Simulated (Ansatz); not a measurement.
**Worked example: GeAsH3 (H-bridged), triplet against GeAsH3 (H-bridged), singlet**

Geometry (PBE0/def2-TZVP stationary point of a singlet), kept for both states (GeAsH3 (H-bridged), singlet: A'; GeAsH3 (H-bridged), triplet: A''):

```xyz
5

Ge   -0.0184    0.0000    1.1160
As   -0.0047    0.0000   -1.1350
H     1.3379    0.0000   -0.1370
H     0.1701    1.2375    2.0381
H     0.1701   -1.2375    2.0381
```

Basis cc-pVDZ; Ansatz 0.2.0. Correlated methods freeze the noble-gas cores and the filled d shells of p-block atoms. R marks a restricted (for open shells ROHF) determinant, U an unrestricted one. No spin–orbit coupling is included, and no scalar relativity.

Full CI isn't at hand for all of this; UCCSDT(Q) serves as the reference, and is uncertain by about the last step of the cluster series.

```json
{"level": "UHF", "E(GeAsH3 (H-bridged), singlet) (hartree)": "-4311.176461", "E(GeAsH3 (H-bridged), triplet) (hartree)": "-4311.152249"}
{"level": "UMP2", "E(GeAsH3 (H-bridged), singlet) (hartree)": "-4311.374818", "E(GeAsH3 (H-bridged), triplet) (hartree)": "-4311.334322"}
{"level": "UCCSD(T)", "E(GeAsH3 (H-bridged), singlet) (hartree)": "-4311.417974", "E(GeAsH3 (H-bridged), triplet) (hartree)": "-4311.380419"}
{"level": "PBE", "E(GeAsH3 (H-bridged), singlet) (hartree)": "-4313.893144", "E(GeAsH3 (H-bridged), triplet) (hartree)": "-4313.860623"}
{"level": "wB97M-V", "E(GeAsH3 (H-bridged), singlet) (hartree)": "-4314.297001", "E(GeAsH3 (H-bridged), triplet) (hartree)": "-4314.259282"}
{"level": "UCCSDT(Q)", "E(GeAsH3 (H-bridged), singlet) (hartree)": "-4311.419635", "E(GeAsH3 (H-bridged), triplet) (hartree)": "-4311.382175"}
```

Question: Give the vertical gap, GeAsH3 (H-bridged) triplet less GeAsH3 (H-bridged) singlet, at each level in eV (1 hartree = 27.2114 eV), and each error against UCCSDT(Q).

Answer: UCCSDT(Q): (-4311.382175 − (-4311.419635)) × 27.2114 = 1.019 eV (the reference)
wB97M-V: (-4314.259282 − (-4314.297001)) × 27.2114 = 1.026 eV, error 0.007 eV
PBE: (-4313.860623 − (-4313.893144)) × 27.2114 = 0.885 eV, error -0.134 eV
UCCSD(T): (-4311.380419 − (-4311.417974)) × 27.2114 = 1.022 eV, error 0.003 eV
UMP2: (-4311.334322 − (-4311.374818)) × 27.2114 = 1.102 eV, error 0.083 eV
UHF: (-4311.152249 − (-4311.176461)) × 27.2114 = 0.659 eV, error -0.360 eV

Total energies of functionals can't be set beside those of wave-function methods, since they hold the core's correlation and their own absolute errors; only the differences compare.

In so small a basis the reference is far from its limit while semilocal and hybrid functionals are nearer theirs, so the functionals' errors here hold much of the reference's basis and frozen-core error, which can add to them or hide them.

Each level lands on the state that its own search finds. T1 diagnostics of restricted CCSD: 0.015 and 0.027.
